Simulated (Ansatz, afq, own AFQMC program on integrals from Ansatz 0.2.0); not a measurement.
Integrals from Ansatz 0.2.0, then the random walk in our own AFQMC program (afq).

```yaml
crystal:
  periodic: [false, false, false]
  atoms:
    - {symbol: Si, position_ang: [0.000000, 0.000000, 0.000000]}
basis:
  gaussian: {orbitals: 6-31G}
total_charge: 1
magnetization: {spin_polarized: true, initial_magnetization: 3}
correlation: {method: ccsd_t, electrons: outside_noble_gas, hamiltonian_folder: ham}
```

```sh
$ ansatz run in.yaml --threads 1 --pin off --events-out ev --progress --plain --max-ram 16896MiB --backend cuda --devices 0, --max-vram 18GiB
```

afq runs on the folder ham with

```
--method phaseless --trial cisd --walkers 4000 --populations 20 --least-time 60 --time-step 0.005 --steps-per-block 50 --equilibration-blocks 28 --max-blocks 4000 --target-error 0.00011 --factor-cut 1e-05 --start spin_pure --seed 9601 --release-times 0.24,0.51,0.99,1.62,2.4 --release-step 0.03 --release-every 3 --taylor-order 6
```

Times are imaginary, in 1/Eh. The walk had a cap of 122 s. With eight or more populations the least sampling time is a fifth of least-time, and the error comes from their spread.

Log:

```
orbitals 8  electrons 3 0  factors 29 of 59
reference energy -288.40735248 Eh
CCSD correlation -0.00129383 Eh in 4 cycles, weight of the determinant in the CISD state 0.9988
energy of the start -288.408646 Eh
 block  time / (1/Eh)  mean weight  energy / Eh
     1     0.250  1.0000  -288.408647
     2     0.500  1.0000  -288.408647
     3     0.750  1.0000  -288.408648
     4     1.000  1.0000  -288.408648
     5     1.250  1.0000  -288.408649
     8     2.000  1.0000  -288.408652
    11     2.750  0.9999  -288.408653
    14     3.500  1.0000  -288.408651
    17     4.250  1.0000  -288.408653
    20     5.000  1.0000  -288.408651
    23     5.750  1.0000  -288.408651
    26     6.500  1.0000  -288.408653
    29     7.250  1.0000  -288.408650
    32     8.000  1.0000  -288.408650
    35     8.750  1.0000  -288.408653
    38     9.500  1.0000  -288.408652
    41    10.250  1.0000  -288.408653
    44    11.000  1.0000  -288.408653
    47    11.750  0.9999  -288.408652
    50    12.500  1.0001  -288.408652
    53    13.250  1.0000  -288.408652
    56    14.000  1.0000  -288.408652
    59    14.750  1.0000  -288.408651
    62    15.500  1.0000  -288.408652
    64    16.000  0.9998  -288.408655
    65    16.250  0.9998  -288.408654
    68    17.000  0.9999  -288.408651
    71    17.750  1.0001  -288.408650
    72    18.000  1.0000  -288.408649
    74    18.500  1.0000  -288.408652
    77    19.250  0.9998  -288.408653
    78    19.500  1.0001  -288.408653
error from the spread of 20 populations
released: time / (1/Eh)  energy / Eh  error  mean overlap
  0.24  -288.408652  0.000000  1.0000
  0.51  -288.408651  0.000000  1.0004
  0.99  -288.408650  0.000002  1.0001
  1.62  -288.408652  0.000000  0.9998
  2.40  -288.408652  0.000000  0.9991
energy -288.408652 +/- 0.000000 Eh
(rows thinned)
```

The run passed its tests (sampling time, drift between the halves within three errors, error under three times the target), which doesn't prove that it has relaxed.

Against this walk (error 0.0 meV) on the same determinant: CCSD(T) 0.0 meV higher, full CI 0.0 meV lower (within the noise). The error is statistical and leaves out the bias of the constraint. Released to 2.40 1/Eh the energy moves by -0.01 ± 0.01 meV (both errors), within twice the noise.

Cautions: constraint bias not in the error; another spin lies lower (by 4.59 eV).

The walk took 36 s on 1 × NVIDIA H100 80GB HBM3 with 2 threads of AMD EPYC 7R13 Processor (Zen 3), with other jobs on the host (the card was shared). The log's last line is the phaseless energy.

A walk keeps the symmetry of its determinant, which the program's search chose and which needn't be the lowest solution, so a lower state of the same spin and another symmetry isn't excluded.
